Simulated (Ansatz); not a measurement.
CH4O3S (`OC(O)(O)S`), one more setting.

```yaml
crystal:
  periodic: [false, false, false]
  atoms:
    - {symbol: O, position_ang: [-0.790963, -0.352193, -1.090619]}
    - {symbol: C, position_ang: [0.018659, -0.095946, -0.009825]}
    - {symbol: O, position_ang: [0.979288, -1.102059, 0.035900]}
    - {symbol: O, position_ang: [-0.774595, -0.051975, 1.110949]}
    - {symbol: S, position_ang: [0.927900, 1.502868, -0.126071]}
    - {symbol: H, position_ang: [-0.229984, -0.473691, -1.863786]}
    - {symbol: H, position_ang: [1.516289, -0.958846, 0.822830]}
    - {symbol: H, position_ang: [-1.402074, -0.782556, 1.031028]}
    - {symbol: H, position_ang: [-0.156120, 2.268099, 0.072394]}
basis:
  gaussian: {orbitals: aug-pcseg-2}
hamiltonian: {xc: {name: HF}}
```

```sh
$ ansatz run in.yaml --threads 4 --pin off --events-out ev --progress --plain --max-ram 10444MiB
```

Shortened log:

```
Functional definition: HF
  name "HF"
  cite "Fock, Z. Phys. 61, 126 (1930) doi:10.1007/BF01340294"
  parent pbe
  exchange = exact_x
  correlation = 0
1617 factors; their error is unknown
mean field evaluation 1: about -18020.5723 eV, gradient 5.0e1 eV
mean field evaluation 2: about -18024.0742 eV, gradient 2.9e1 eV
mean field evaluation 4: about -18025.3840 eV, gradient 1.0e0 eV
mean field evaluation 8: about -18025.3885 eV, gradient 3.2e-2 eV
mean field -18025.77197173 eV, -662.4349016541 hartree, gradient 2.8e-5 eV, S^2 0.000000; 0 other end points of the search recorded, 0 dependent functions left out
reference -18025.77197173 eV, -662.4349016541 hartree; 25, 25 occupied and 301, 301 virtual orbitals, 1617 factors
Total energy: -18025.77197173 eV, -662.4349016541 hartree
```

It took 2.2 s on 4 threads of an Arm Neoverse V1 on a shared host, with 0.74 GiB of host memory at the peak.
